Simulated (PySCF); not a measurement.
# Electric properties by functional and basis

Compound: C3H4FN.
SMILES: `[H]/N=C\C=C\F`

PySCF, dipoles from the SCF density, polarisabilities from static response with core orbitals frozen. Geometry: PBE0-D3(BJ)/def2-SVP, one conformer, isolated molecule.

Q: How do dipole and polarisability depend on functional and basis here?

A: 

```tsv
level	μ (D)	α (Å³)	anisotropy (Å³)
LDA/def2-SVPD	1.758	7.51	6.01
PBE/def2-SVPD	1.740	7.46	6.04
B3LYP/def2-SVPD	1.651	7.29	5.88
PBE0/def2-SVPD	1.658	7.20	5.79
BHandHLYP/def2-SVPD	1.587	7.07	5.71
CAM-B3LYP/def2-SVPD	1.623	7.18	5.75
wB97X-D/def2-SVPD	1.671	7.21	5.70
LC-wPBE/def2-SVPD	1.634	7.03	5.60
HF/def2-SVPD	1.631	6.94	5.69
PBE0/6-31G*	1.824	5.81	6.46
PBE0/def2-SVP	1.609	6.00	6.04
PBE0/6-31+G*	1.781	6.93	6.27
PBE0/aug-cc-pVDZ	1.729	7.42	5.89
PBE0/def2-TZVP	1.739	6.90	6.02
PBE0/def2-TZVPD	1.733	7.41	5.85
```

The anisotropy is √(½[(α1 − α2)² + (α2 − α3)² + (α3 − α1)²]). The dipole runs from 1.59 D (BHandHLYP/def2-SVPD) to 1.82 D (PBE0/6-31G*). No reference polarisability is at hand; against PBE0 in the largest diffuse basis at hand (def2-TZVPD) the other PBE0 rows deviate by 6-31G* -22%, def2-SVP -19%, 6-31+G* -7%, def2-SVPD -3%, aug-cc-pVDZ 0%, def2-TZVP -7%. In one basis (def2-SVPD) the functionals order the polarisability from HF (lowest) to LDA (highest), a spread of 8%. With PBE0 the polarisability is 6.24 Å³ without diffuse functions (mean of 6-31G*, def2-SVP and def2-TZVP) and 7.24 Å³ with them (mean of 6-31+G*, def2-SVPD, aug-cc-pVDZ and def2-TZVPD).
